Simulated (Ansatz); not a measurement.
Born–Oppenheimer molecular dynamics of FH5Si (7 atoms, charge 0, multiplicity 1). It starts at the highest image of a converged band. Of that band: Neighbouring images differ by up to 1.6 eV, so the band resolves the path poorly. A vibrational analysis at the climbing image gives one clearly imaginary mode, 1198i cm⁻¹: a first-order saddle point.

Level of theory: RKS CAM-B3LYP/def2-SVP in Ansatz.

```json
{
  "ensemble": "NVE (velocity Verlet)",
  "time step": "0.5 fs",
  "steps asked": "200",
  "starting velocities drawn for": "100 K",
  "seed": "11125"
}
```

First frame:

```xyz
7
Properties=species:S:1:pos:R:3
Si -0.146 -0.041 -0.027
F -0.259 0.504 1.837
H 1.301 -0.242 0.251
H -0.436 1.255 -0.677
H -0.460 -1.151 -0.978
H -1.683 -0.385 0.650
H -1.251 0.059 1.457
```

Q: How far do the bonds stretch over the last three quarters of this one trajectory? (Pairs bonded in most of those frames.)

A: 
```tsv
bond	mean (Å)	spread (Å)	shortest	longest
Si1–F2	1.680	0.144	1.46	1.86
Si1–H3	1.489	0.015	1.46	1.51
Si1–H4	1.486	0.017	1.46	1.51
Si1–H5	1.495	0.020	1.45	1.53
H6–H7	0.766	0.024	0.73	0.80
```

Mean temperature of the second half: 2798 K. The conserved energy stayed within 0.24 meV per atom of its start (net change -0.11 meV per atom), so the integration is sound. The kinetic energy rose, since the run started high on the potential surface and went downhill. It ends in pieces (FH3Si + H2), so much of that is their flight and rotation, not heat. A run of 0.1 ps of so small a system gives no equilibrium averages. The orbitals stay closed-shell, which can raise the energy where a bond breaks towards radicals; this wasn't checked here.

Time of the run: 3 min on 1 thread of Arm Neoverse V2, on a shared host, peak memory 0.1 GiB.
